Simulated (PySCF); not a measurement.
**Working out the ionisation energy of F**

F [He] 2s2 2p5 (2P) → F⁺ [He] 2s2 2p4 (3P). Calculation: PySCF 2.14, in Sapporo-DZP-2012 (4s3p1d, 18 functions); the spin-free X2C one-electron Hamiltonian (Gaussian nucleus). Frozen: 1s2. Energies in hartree (1 hartree = 27.21139 eV):

```csv
part,F (lower),F⁺ (upper)
UHF,-99.450934,-98.876853
CCSD correlation,-0.165122,-0.123142
(T),-0.001049,-0.000918
```

**Question.** What does Hartree-Fock give?

**Answer.** (-98.876853) − (-99.450934) = 0.574081 hartree = 15.622 eV.

**Question.** What do CCSD and CCSD(T) give?

**Answer.** The CCSD correlation energies differ by 0.041980 hartree = 1.142 eV and the triples by 0.000131 hartree = 0.004 eV, so CCSD gives 16.764 eV and CCSD(T) 16.768 eV.

Measured between the centres of the two terms (NIST): 17.427 eV, so CCSD(T) (valence) is off by -0.659 eV.

A double-zeta basis recovers only part of the correlation energy.

What remains against the reference includes basis incompleteness, the frozen core and higher excitations.
